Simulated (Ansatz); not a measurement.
## Where CCSD(T) holds and where it slips

Each species is computed at the geometry given (Å), with frozen cores, in Ansatz 0.2.0: RHF-CCSD(T) for singlets, UHF-CCSD(T) otherwise, and full CI in the same basis. The program picks the determinant by trial CCSD, so it needn't be the lowest Hartree–Fock solution. States: PF⁺ Σ⁻ or Δ, HAlP A'', AsH2⁺ A1. Cases whose determinant has another symmetry than full CI's state, or whose (Q) step broke down, weren't drawn. No relativity is included.

Question: Judging by size, spin and bonding, rank them by the size of CCSD(T)'s error in total energy against full CI in the same basis, smallest first (an estimate).
A. HAlP, doublet, 6-31G: Al 0.000 -0.108 1.238; P 0.000 0.051 -1.143; H 0.000 1.315 1.999
B. PF⁺, quartet, 6-31G: F 0.000 0.000 0.000; P 0.000 0.000 1.593
C. AsH₂⁺, singlet, cc-pVDZ: As 0.000 -0.028 0.000; H 0.000 1.045 -1.091; H 0.000 1.045 1.091

Answer: C (16.8 meV), B (24.9 meV), A (72.9 meV).

| species | basis | correlated electrons | CCSD(T) − full CI (meV) | CCSDT(Q) − full CI (meV) | unpaired electrons (full CI) | T1 | ⟨S²⟩ of the determinant |
| --- | --- | --- | --- | --- | --- | --- | --- |
| AsH2⁺, singlet | cc-pVDZ | 6 | 16.8 | 0.7 | 0.06 | 0.012 | 0.00 |
| PF⁺, quartet | 6-31G | 11 | 24.9 | -2.1 | 3.02 | 0.023 | 3.77 |
| HAlP, doublet | 6-31G | 9 | 72.9 | 0.7 | 1.62 | 0.066 | 1.66 |

Unpaired electrons are Σ n²(2−n)² over natural occupations; an open shell counts its own unpaired electrons too. Frozen cores follow each run's orbitals, which moves totals by a few meV.
